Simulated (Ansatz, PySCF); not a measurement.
Bond stretch in SiO, singlet.

Methods: RKS-PBE = restricted PBE/cc-pVDZ in Ansatz (an electronic-structure program); UKS-PBE = Ansatz with unrestricted PBE/cc-pVDZ; RKS-BHandHLYP = restricted BHandHLYP/cc-pVDZ (PySCF); UCCSD(T) = PySCF with CCSD(T) on UHF/cc-pVDZ, 6 core orbitals frozen.

Energies relative to the lowest point of each curve near equilibrium, in mEh; the last columns give the difference from UCCSD(T):

```csv
R / Å,RKS-PBE,UKS-PBE,RKS-BHandHLYP,UCCSD(T),RKS-PBE − UCCSD(T),UKS-PBE − UCCSD(T),RKS-BHandHLYP − UCCSD(T)
1.20,239.8,239.8,215.6,240.1,-0.3,-0.3,-24.5
1.27,133.2,133.2,113.3,132.4,0.8,0.8,-19.1
1.37,46.2,46.2,33.3,45.1,1.1,1.1,-11.8
1.41,26.4,26.4,16.5,25.5,0.9,0.9,-9.0
1.45,12.9,12.9,6.2,12.3,0.7,0.7,-6.1
1.51,2.1,2.1,0.0,1.8,0.2,0.2,-1.8
1.54,0.0,0.0,0.3,0.0,0.0,0.0,0.3
1.59,0.4,0.4,4.8,0.8,-0.4,-0.4,4.0
1.65,5.9,5.9,15.2,6.7,-0.7,-0.7,8.5
1.75,23.2,23.2,40.6,28.2,-5.0,-5.0,12.5
1.86,48.9,48.9,75.3,54.5,-5.6,-5.6,20.8
2.03,93.5,93.5,133.2,99.5,-6.0,-6.0,33.7
2.26,151.7,148.9,207.8,159.5,-7.8,-10.5,48.3
2.52,207.0,194.5,277.6,200.3,6.7,-5.8,77.3
2.72,241.2,219.8,314.6,232.2,9.0,-12.4,82.4
3.00,278.4,245.0,344.0,247.2,31.2,-2.2,96.9
3.33,309.8,264.2,363.6,251.8,58.0,12.4,111.8
3.73,335.1,278.2,377.7,254.2,81.0,24.0,123.6
4.05,348.5,284.6,384.9,255.3,93.2,29.3,129.6
4.50,360.5,288.5,391.4,256.2,104.3,32.3,135.1
5.24,370.5,291.3,396.5,256.8,113.7,34.5,139.7
6.09,374.5,292.1,398.5,256.9,117.6,35.2,141.5
```

RKS-PBE is furthest from UCCSD(T) at 6.09 (117.6 mEh, above); its mean absolute difference over the points is 29.3 mEh.

UKS-PBE is furthest from UCCSD(T) at 6.09 (35.2 mEh, above); its mean absolute difference over the points is 10.0 mEh.

RKS-BHandHLYP is furthest from UCCSD(T) at 6.09 (141.5 mEh, above); its mean absolute difference over the points is 56.3 mEh.

The restricted form behind RKS-PBE, RKS-BHandHLYP keeps the bonding electrons paired and can't separate into open-shell fragments. The unrestricted solution behind UKS-PBE, UCCSD(T) changes between 2.26 and 2.52 Å, which can leave a kink. The unrestricted determinant behind UKS-PBE is spin-contaminated at 2.26 to 6.09 Å (<S²> up to 1.9, against 0.00 for a pure singlet). The unrestricted determinant behind UCCSD(T) is spin-contaminated at 1.75 to 6.09 Å (<S²> up to 2.0, against 0.00 for a pure singlet).
